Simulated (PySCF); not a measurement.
**Continuum solvent and chemical shifts**

Geometry:
```csv
atom,x (Å),y (Å),z (Å)
C1,-1.621,0.146,-0.158
C2,-0.305,0.362,0.582
C3,0.776,-0.565,0.127
C4,1.920,-0.156,-0.409
F5,2.863,-1.003,-0.823
H6,-2.408,0.816,0.221
H7,-1.503,0.333,-1.236
H8,-1.978,-0.889,-0.040
H9,-0.471,0.220,1.665
H10,0.028,1.407,0.462
H11,0.614,-1.646,0.221
H12,2.201,0.891,-0.563
```

GIAO PBE0/pcSseg-1 in PySCF 2.14 on one PBE0-D3(BJ)/def2-SVP conformer, non-relativistic, equivalent nuclei averaged. Solvents enter as an IEF-PCM continuum (chloroform with ε = 4.7, water with ε = 78.4) around the gas-phase geometry. Shifts are referred to TMS, CFCl3 computed in the same medium.

Gas phase, δ in ppm: C4 157.5, C3 119.3, C2 22.9, C1 17.5, F5 -119.7, H12 6.66, H11 5.46, H9/H10 1.87, H6/H7/H8 1.04. Dipole moment 1.68 D.

**Question.** How does each δ change in the continuum?

**Answer.** 
| atoms | environment | Δδ, chloroform | Δδ, water |
| --- | --- | --- | --- |
| C4 | alkene CH | +0.8 | +1.3 |
| C3 | alkene CH | +1.7 | +2.3 |
| C2 | allylic sp3 CH2 | +0.2 | +0.2 |
| C1 | methyl carbon | +0.2 | +0.3 |
| F5 | vinylic fluorine | -5.4 | -7.0 |
| H12 | hydrogen on an alkene CH | +0.16 | +0.24 |
| H11 | hydrogen on an alkene CH | +0.12 | +0.16 |
| H9/H10 | hydrogen on an allylic sp3 CH2 | +0.07 | +0.11 |
| H6/H7/H8 | hydrogen on a methyl carbon | 0.00 | 0.00 |

Changes are relative to the gas phase. The dipole moment becomes 1.95 D in chloroform, 2.05 D in water.

**Question.** Which nuclei move most (in ppm), and what does the model miss?

**Answer.** F5 (vinylic fluorine, -7.0 ppm) in water. A continuum only polarises the solute; specific hydrogen bonds, the anisotropy of aromatic solvents and changes of geometry or conformer are outside it.
